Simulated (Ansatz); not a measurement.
Energy needed to pull apart C3H3F (SMILES C=C=CF), closed shell, into free ground-state atoms, from the structure below (displaced at random from a GFN2-xTB minimum); no zero-point or spin–orbit terms; open-shell atoms are treated unrestricted, in their ground-state multiplicity.

```json
{"atom": "C1", "x (Å)": "-0.9080", "y (Å)": "0.9886", "z (Å)": "-0.0006"}
{"atom": "C2", "x (Å)": "-0.0102", "y (Å)": "0.0291", "z (Å)": "0.0135"}
{"atom": "C3", "x (Å)": "0.8843", "y (Å)": "-0.9100", "z (Å)": "0.0689"}
{"atom": "F4", "x (Å)": "1.0149", "y (Å)": "-1.8202", "z (Å)": "-0.9649"}
{"atom": "H5", "x (Å)": "-1.8831", "y (Å)": "0.8363", "z (Å)": "0.4381"}
{"atom": "H6", "x (Å)": "-0.6648", "y (Å)": "1.9079", "z (Å)": "-0.3851"}
{"atom": "H7", "x (Å)": "1.5809", "y (Å)": "-1.0788", "z (Å)": "0.8704"}
```

Ansatz 0.2.0; basis: def2-TZVPP; cores frozen in the correlated methods. B3LYP uses VWN-RPA correlation.

| method | atomization energy (eV) |
| --- | --- |
| PBE-D4 | 31.89 |
| BLYP-D4 | 30.96 |
| r2SCAN-D4 | 30.77 |
| PBE0-D4 | 30.91 |
| B3LYP-D4 | 30.69 |
| wB97M-V | 30.66 |
| HF | ? |
| MP2 | 30.48 |
| CCSD | ? |
| CCSD(T) | 29.71 |

Q: What does HF give? (Judge from chemistry; the value comes from the calculation.)

A: The calculation gives: 21.80 eV, which is about 7.91 eV less than CCSD(T)/def2-TZVPP.

Q: What does CCSD give? (Judge from chemistry; the value comes from the calculation.)

A: The calculation gives: 29.10 eV, which is about 0.61 eV less than CCSD(T)/def2-TZVPP.

In triple zeta the MP2 and coupled-cluster atomization energies are still short of their basis limit by a few kcal/mol a bond, whereas those of the functionals are nearly converged, so these differences are not deviations from converged CCSD(T).

The T1 diagnostic stays at or below 0.014. The restricted Hartree–Fock reference is unstable towards an unrestricted one here.

For scale, one of the runs: CCSD(T)/def2-TZVPP forces, 166 basis functions (an equivalent command: `ansatz run in.yaml --threads 4`). The run took 100 s on 4 CPU threads (shared host), with 2.7 GiB of host memory at its peak.
